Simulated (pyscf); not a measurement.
**Four-centre exchange: Cl–SnH(Cl)–Cl (SMILES [Cl][SnH]([Cl])[Cl]) + HF (SMILES F) -> F–Sn(Cl)(Cl)–Cl (SMILES [F][Sn]([Cl])([Cl])[Cl]) + H₂ (SMILES [H][H])**

Gas phase, singlet surface, charge 0. Bonds broken: Sn2–H5, F6–H7. Bonds formed: Sn2–F6, H5–H7. PySCF, gas phase, ωB97X-D3(BJ)/def2-SVP geometries.

Transition state (Å):

```xyz
7

Cl     1.9458     0.6244    -0.5457
Sn    -0.2719     0.1261    -0.1400
Cl    -0.7579     1.2999     1.7868
Cl    -1.3499     0.8093    -2.0632
H     -1.7097    -1.1516     0.2434
F      0.2285    -1.9408     0.0511
H     -0.9353    -1.8051     0.2099
```

One imaginary mode, 1242i cm⁻¹; descent along it reached the two sides named, in the forms told below.

| bond | change | reactant side (Å) | saddle | product side |
|---|---|---|---|---|
| Sn2–H5 | breaks | 1.685 | 1.961 | 3.3 |
| F6–H7 | breaks | 0.932 | 1.182 | 2.484 |
| Sn2–F6 | forms | 2.7 | 2.135 | 1.917 |
| H5–H7 | forms | 3.2 | 1.014 | 0.760 |

Electronic energies relative to the separated reactants (kJ/mol):

```json
[
 {"level": "ωB97X-D3(BJ)/def2-TZVP", "barrier": "122.2", "reaction energy": "-26.3", "reverse barrier": "148.6"},
 {"level": "PBE/def2-TZVP", "barrier": "98.7", "reaction energy": "-28.3", "reverse barrier": "127.0"},
 {"level": "r²SCAN/def2-TZVP", "barrier": "101.5", "reaction energy": "-33.6", "reverse barrier": "135.1"},
 {"level": "B3LYP-D3(BJ)/def2-TZVP", "barrier": "118.9", "reaction energy": "-27.0", "reverse barrier": "145.8"},
 {"level": "PBE0-D3(BJ)/def2-TZVP", "barrier": "117.3", "reaction energy": "-16.5", "reverse barrier": "133.8"},
 {"level": "M06-2X/def2-TZVP", "barrier": "121.4", "reaction energy": "-36.4", "reverse barrier": "157.9"},
 {"level": "ωB97M-D3(BJ)/def2-TZVP", "barrier": "126.7", "reaction energy": "-20.9", "reverse barrier": "147.6"},
 {"level": "HF/def2-TZVP", "barrier": "198.9", "reaction energy": "-11.5", "reverse barrier": "210.5"}
]
```

With ωB97M-D3(BJ)/def2-TZVP energies and thermal terms (ideal gas, 1 atm, RRHO with modes under 100 cm⁻¹ raised to 100, one conformer, R ln 2 for rigid chiral ones), in kJ/mol:

```tsv
T (K)	ΔH‡	ΔG‡	ΔH	ΔG
298	120.6	161.0	-29.8	-23.8
600	119.3	202.6	-27.1	-18.9
900	120.2	244.1	-25.3	-15.1
1200	122.0	285.2	-24.2	-11.9
```

On the reactant side the descent ends in a complex (not fully relaxed), 21.5 kJ/mol under the separated species and 143.7 kJ/mol under the saddle at ωB97X-D3(BJ)/def2-TZVP. One saddle was located; it need not be the lowest between these sides. Elements past Kr carry the def2 core potentials, without spin-orbit coupling.
